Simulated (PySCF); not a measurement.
**Potential energy of LiMg along the bond**

Set-up: basis Li def2-SVP, Mg def2-SVP; no relativity; PySCF 2.14. Energies in eV from Li + Mg in their ground configurations at the same level. State: ²Σ⁺ (doublet), unpaired electrons σ ↑.

| R (Å) | PBE0 | LC-ωPBE | ROHF |
| --- | --- | --- | --- |
| 2.683 | -0.1731 | -0.1307 | 0.3359 |
| 2.808 | -0.2364 | -0.1946 | 0.2421 |
| 2.933 | -0.2707 | -0.2284 | 0.1755 |
| 3.026 | -0.2825 | -0.2393 | 0.1387 |
| 3.120 | -0.2853 | -0.2413 | 0.1105 |
| 3.214 | -0.2815 | -0.2368 | 0.0888 |
| 3.338 | -0.2692 | -0.2240 | 0.0674 |
| 3.494 | -0.2466 | -0.2017 | 0.0493 |
| 3.682 | -0.2146 | -0.1717 | 0.0354 |
| 3.931 | -0.1711 | -0.1330 | 0.0242 |

Problem. Put a parabola through the three lowest points of the PBE0 curve and estimate Re, k and ωe (reduced mass 5.428 u; 1 eV/Å² = 0.16022 mdyn/Å; ωe = 1302.8·√(k/μ) cm⁻¹).

Solution. Through R = 3.026, 3.12, 3.214 Å the second-order coefficient is 0.373 eV/Å², so Re ≈ 3.113 Å, k ≈ 0.120 mdyn/Å and ωe ≈ 193 cm⁻¹. A polynomial fit of higher order to the unrounded PBE0 energies gives Re = 3.109 Å, k = 0.125 mdyn/Å, ωe = 198 cm⁻¹; anharmonicity and rounding make the difference.

The higher-order fit for each curve: PBE0: Re = 3.109 Å, ωe = 198 cm⁻¹, De = 0.285 eV; LC-ωPBE: Re = 3.097 Å, ωe = 200 cm⁻¹, De = 0.242 eV. ROHF gives no reliable minimum on this grid.

The bond is weak. Basis-set superposition, not corrected here, can be much of De in a small basis, most of all at correlated wavefunction levels. Functionals without a dispersion term scatter widely for such bonds, and LDA overbinds them. The state is the lowest determinant that a PBE0 search found; another state may lie lower at other levels.
